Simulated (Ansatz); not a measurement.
Geometry optimisation, Ansatz, RKS PBE/def2-SVP.

Input:

```yaml
crystal:
  periodic: [false, false, false]
  atoms:
    - { symbol: C, position_ang: [-0.9625, -0.9301, 0.1173] }
    - { symbol: C, position_ang: [0.1171, 0.0737, 0.2434] }
    - { symbol: O, position_ang: [0.9975, -0.2362, 1.2916] }
    - { symbol: C, position_ang: [0.7935, 0.7327, -0.9713] }
    - { symbol: S, position_ang: [-0.2033, 1.7503, 0.045] }
    - { symbol: H, position_ang: [-1.6015, -0.9049, 1.0261] }
    - { symbol: H, position_ang: [-0.5979, -1.8901, -0.0806] }
    - { symbol: H, position_ang: [-1.6466, -0.6121, -0.7264] }
    - { symbol: H, position_ang: [1.1038, 0.5416, 1.9489] }
    - { symbol: H, position_ang: [1.7896, 0.9004, -0.9567] }
    - { symbol: H, position_ang: [0.2756, 0.5176, -1.9167] }
basis:
  gaussian: { orbitals: def2-SVP }
hamiltonian:
  xc: pbe
relax:
  f_tol: 0.02
  max_steps: 50
```

Launched with:

```bash
$ ansatz run input.yaml --threads 2 --pin off --max-ram 3072MiB --backend cpu --events-out ev --progress --plain --runs-dir out
```

Q: Where does it end, and by what steps?

A: It converged. After 8 steps the energy has fallen by 0.755 eV; H9 moved furthest, 0.49 Å.

```json
{"step": "0", "energy less start (eV)": "0.0000", "largest force component (eV/Å)": "4.168", "accepted": "yes"}
{"step": "1", "energy less start (eV)": "-0.5315", "largest force component (eV/Å)": "1.962", "accepted": "yes"}
{"step": "2", "energy less start (eV)": "-0.4449", "largest force component (eV/Å)": "1.847", "accepted": "no"}
{"step": "3", "energy less start (eV)": "-0.6973", "largest force component (eV/Å)": "0.418", "accepted": "yes"}
{"step": "4", "energy less start (eV)": "-0.7237", "largest force component (eV/Å)": "0.233", "accepted": "yes"}
{"step": "5", "energy less start (eV)": "-0.7368", "largest force component (eV/Å)": "0.784", "accepted": "yes"}
{"step": "6", "energy less start (eV)": "-0.7524", "largest force component (eV/Å)": "0.088", "accepted": "yes"}
{"step": "7", "energy less start (eV)": "-0.7542", "largest force component (eV/Å)": "0.034", "accepted": "yes"}
{"step": "8", "energy less start (eV)": "-0.7545", "largest force component (eV/Å)": "0.012", "accepted": "yes"}
```

```xyz
11
Properties=species:S:1:pos:R:3
C -1.022 -0.917 0.099
C 0.088 0.088 0.294
O 0.844 -0.244 1.405
C 0.734 0.738 -0.880
S -0.331 1.907 0.059
H -1.665 -0.953 0.999
H -0.581 -1.925 -0.048
H -1.641 -0.658 -0.779
H 1.439 0.510 1.588
H 1.823 0.920 -0.825
H 0.378 0.477 -1.893
```

Whether the end is a true minimum wasn't checked by a vibrational analysis.

The run took 34 s on 2 threads of Arm Neoverse N1 (shared host), peak memory 0.15 GiB.
